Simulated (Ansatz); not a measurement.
The same path of BFH2 + ClH (6 atoms, charge 0, multiplicity 1) was run 3 times with different band settings. Lost on the way: B1–F2, Cl5–H6. Made: B1–Cl5, F2–H6.

Level of theory: Ansatz, RKS r2SCAN/6-31G*.

Relaxed end points:

```xyz
6
Properties=species:S:1:pos:R:3
B -0.008 0.312 -0.063
F -0.011 0.558 1.248
H 1.053 0.269 -0.617
H -1.069 0.202 -0.609
Cl 0.093 -2.615 0.912
H 0.078 -1.840 1.940
```

```xyz
6
Properties=species:S:1:pos:R:3
B 0.016 -0.408 -0.174
F 0.009 0.110 1.720
H 1.049 0.105 -0.465
H -1.052 0.037 -0.453
Cl 0.075 -2.194 0.102
H 0.040 -0.765 2.082
```

Common settings: spring 5.0 eV/Å²; start path through a guess of the saddle point; force threshold 0.05 eV/Å; iteration limit 60; end points relaxed.

| run | movable images | climbing image | optimiser |
| --- | --- | --- | --- |
| 1 | 7 | yes | quadratic models (default) |
| 2 | 3 | no | quadratic models (default) |
| 3 | 7 | from the first iteration | fire |

Q: What does each run give, and how far can it be trusted?

A: Run 1: converged after 9 iterations, highest image 0.815 eV above the first end. A vibrational analysis at the climbing image gives one clearly imaginary mode, 819i cm⁻¹: a first-order saddle point.
Run 2: converged after 8 iterations, highest image 0.659 eV above the first end. No image climbed, so the highest image needn't sit at the top of the path. So few images can step over the top or miss a turn of the path.
Run 3: converged after 35 iterations, highest image 0.815 eV above the first end. Another band between the same ends (7 images) ends at a top of the same energy, where a vibrational analysis finds 1 clearly imaginary mode.
The orbitals stay closed-shell, which can raise the energy where a bond breaks towards radicals; this wasn't checked here.
